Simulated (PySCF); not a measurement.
# C₃H₆: full NMR table

```
Formula                               : C3H6
SMILES                                : C=CC
Point group of the computed structure : Cs
Degrees of unsaturation               : 1
Carbon signals                        : 3
Proton signals                        : 4
```

Numbering as in the mapped SMILES `[CH2:1]=[CH:2][CH3:3]` (H(Xn): hydrogen on atom n). Ha(C1) is cis to C3; Hb(C1) is trans to C3.

[PySCF: J: B3LYP/pcJ-2; shielding tensors at B97-2/pcSseg-2 (GIAO); geometry from PBE0-D3(BJ)/def2-TZVP; isolated molecule; one computed conformer; non-relativistic; one averaged value for each set of equivalent atoms]

δ = σ(ref) − σ, references computed at the same level: ¹H (σref 31.64) and ¹³C (σref 185.38) vs TMS.

| carbon | δC, type | δH (multiplicity, J in Hz) | HMBC from (abs. J ≥ 3 Hz) | span of the C tensor (ppm) |
| --- | --- | --- | --- | --- |
| C1 | 122.4, CH2 | Ha(C1) 5.35 (ddq, 18.2, 3.2, 2.2); Hb(C1) 5.25 (ddq, 11.8, 3.2, 1.9) | H(C3) | 203 |
| C2 | 145.1, CH | 6.26 (ddq, 18.2, 11.8, 7.7) | H(C3) | 245 |
| C3 | 23.5, CH3 | 1.85 (dt, 7.7, 2.1) | H(C2), Ha(C1), Hb(C1) | 34 |

Selected couplings (Hz, signed; the shortest-range and largest first, 30 at most; isotopes ¹³C, ¹H): ¹J(C1,Hb(C1)) 166.3, ¹J(C1,Ha(C1)) 161.7, ¹J(C2,H(C2)) 157.4, ¹J(C3,H(C3)) 131.1, ¹J(C1,C2) 76.0, ¹J(C2,C3) 43.1, ²J(Ha(C1),Hb(C1)) 3.2, ²J(C1,C3) 1.3, ³J(Ha(C1),H(C2)) 18.2, ³J(Hb(C1),H(C2)) 11.8, ³J(H(C2),H(C3)) 7.7, ⁴J(Ha(C1),H(C3)) -2.2, ⁴J(Hb(C1),H(C3)) -1.9.

Carbon types of the structure: 1 × CH, 1 × CH2, 1 × CH3, which accounts for all hydrogens. δC 145.1: alkene CH; as expected for a trigonal carbon in a double bond. δC 122.4: terminal =CH2 carbon; the olefinic region. δH 6.26: hydrogen on an alkene CH; a vinylic proton, deshielded by the sp2 carbon and the C=C anisotropy. δH 5.35, 5.25: hydrogen on a terminal =CH2 carbon; attached to an sp2 carbon and in the plane of the double bond. δH 1.85: hydrogen on an allylic methyl carbon; allylic position. The protons at 5.35 and 6.26 share a coupling of 18.2 Hz (vicinal, trans across C=C). The protons at 5.25 and 6.26 share a coupling of 11.8 Hz (vicinal, cis across C=C). The protons at 6.26 and 1.85 share a coupling of 7.7 Hz (vicinal). The protons at 5.35 and 5.25 share a coupling of 3.2 Hz (geminal).

Splittings below 1 Hz are ignored in the labels, and close J values are merged. Shifts are as computed. Against solution values, carbons near 30 ppm lie about +3 ppm off and those near 130 ppm about +7 ppm. Of 1211 compounds with measured shifts, 218 miss one by over three times the rms of a fit or turn the order of signals round; such compounds aren't used in these exercises.
